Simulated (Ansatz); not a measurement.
Process, species as SMILES: N#[N+][O-] → 2 N atom + O atom
B3LYP-D3(BJ)/def2-TZVP geometries, fixed; electronic energies without zero-point terms.
Largest species:
```
N
N 1 1.1210
O 1 1.1826 2 180.00
```
Charge 0, spin multiplicity 1.

How fast the atomisation energy converges with the basis for several methods (Ansatz, a first-principles code): deviation from each method's own reference, in kcal/mol. References: B2PLYP 278.31 kcal/mol, the value in aug-pcseg-3; CCSD(T) 268.90 kcal/mol, Hartree-Fock in aug-cc-pVQZ plus the correlation part extrapolated as X^-3 from aug-cc-pVTZ and aug-cc-pVQZ; HF 88.75 kcal/mol, the value in aug-pcseg-3; MP2 294.84 kcal/mol, Hartree-Fock in aug-cc-pVQZ plus the correlation part extrapolated as X^-3 from aug-cc-pVTZ and aug-cc-pVQZ; PBE 310.83 kcal/mol, the value in aug-pcseg-3; PBE0 276.41 kcal/mol, the value in aug-pcseg-3. Cartesian d functions, on some or all atoms, in 6-31G**; all else is spherical. In correlated methods cores are frozen. Open shells are unrestricted. No added dispersion term, no relativity. 

```json
[
 {"basis": "cc-pVDZ", "functions": "42", "B2PLYP": "-16.21", "CCSD(T)": "-39.77", "HF": "-11.69", "MP2": "-42.01", "PBE": "-3.52", "PBE0": "-6.62"},
 {"basis": "def2-SVP", "functions": "42", "B2PLYP": "-6.44", "CCSD(T)": "-27.58", "HF": "-3.48", "MP2": "-30.63", "PBE": "4.82", "PBE0": "1.89"},
 {"basis": "pcseg-1", "functions": "42", "B2PLYP": "-17.62", "CCSD(T)": "-39.80", "HF": "-12.47", "MP2": "-40.09", "PBE": "-7.46", "PBE0": "-9.54"},
 {"basis": "6-31G**", "functions": "45", "B2PLYP": "-16.32", "CCSD(T)": "-39.51", "HF": "-11.70", "MP2": "-40.71", "PBE": "-4.51", "PBE0": "-7.08"},
 {"basis": "aug-pcseg-1", "functions": "69", "B2PLYP": "-13.18", "CCSD(T)": "-33.68", "HF": "-5.00", "MP2": "-32.29", "PBE": "-5.72", "PBE0": "-5.45"},
 {"basis": "jun-cc-pV(T+d)Z", "functions": "117", "B2PLYP": "-4.44", "CCSD(T)": "-15.07", "HF": "-2.19", "MP2": "-15.40", "PBE": "-1.65", "PBE0": "-1.69"},
 {"basis": "6-311++G(3df,3pd)", "functions": "117", "B2PLYP": "-2.04", "CCSD(T)": "-11.27", "HF": "-0.05", "MP2": "-11.55", "PBE": "0.43", "PBE0": "0.30"},
 {"basis": "def2-QZVPP", "functions": "171", "B2PLYP": "-1.08", "CCSD(T)": "-6.63", "HF": "-1.18", "MP2": "-6.90", "PBE": "-0.44", "PBE0": "-0.57"}
]
```

Mean absolute deviation over jun-cc-pV(T+d)Z, 6-311++G(3df,3pd): PBE0 1.00, PBE 1.04, HF 1.12, B2PLYP 3.24, CCSD(T) 13.17, MP2 13.47 kcal/mol.
